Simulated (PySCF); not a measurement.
A geometry optimisation on `[H]B(Cl)Cl`.

Computed with PBE0-D3(BJ)/def2-SVP geometry optimisation, gas phase (PySCF 2.14.0). Start geometry: GFN2-xTB. A driver script takes a list of jobs; this job's settings line and coordinates (Å) are shown.

Input:
```
{"job": {"xc": "PBE0", "basis": "def2-SVP", "d3": "d3bj", "grid": 1, "maxiter": 40, "kind": "geom"}, "charge": 0, "multiplicity": 1}
B     -0.067270    -0.112350     0.001160
Cl     1.633390    -0.145760     0.012580
Cl    -0.893540     1.375320    -0.017490
H     -0.672580    -1.117210     0.003750
```

Output:
```
step   0  E = -945.27868441  max force = 0.022829
step   1  E = -945.28027033  max force = 0.006738
step   2  E = -945.28006096  max force = 0.004961
step   3  E = -945.28060330  max force = 0.000990
step   4  E = -945.28049288  max force = 0.004316
step   5  E = -945.28059623  max force = 0.001614
step   6  E = -945.28061321  max force = 0.000257
optimisation converged
```

Energies in Eh; «max force» is the largest Cartesian gradient component in Eh/bohr.

Task: At which steps does the energy rise by more than 1e-5 Eh?

Result: At steps 2 (+0.21 mEh) and 4 (+0.11 mEh).

Task: How much energy does the optimisation release, in kcal/mol?

Result: E(step 0) − E(last step) = 0.001929 Eh, which is 1.2 kcal/mol.

Main results: final energy -945.28061 Eh after 6 steps; dipole 0.37 D.

Task: Give the final coordinates.

Result: 0.030 Å rms from the input after alignment:
```
atom  x, y, z in Å
B1    -0.0682   -0.1122    0.0017
Cl2    1.6700   -0.1583    0.0147
Cl3   -0.9115    1.4086   -0.0205
H4    -0.6903   -1.1381    0.0041
```

Hardware: one thread of an Arm Neoverse V1, on a shared host. Cost: 5.4 s wall.
Labels such as C1 count atoms from 1, the log's own numbers from 0.
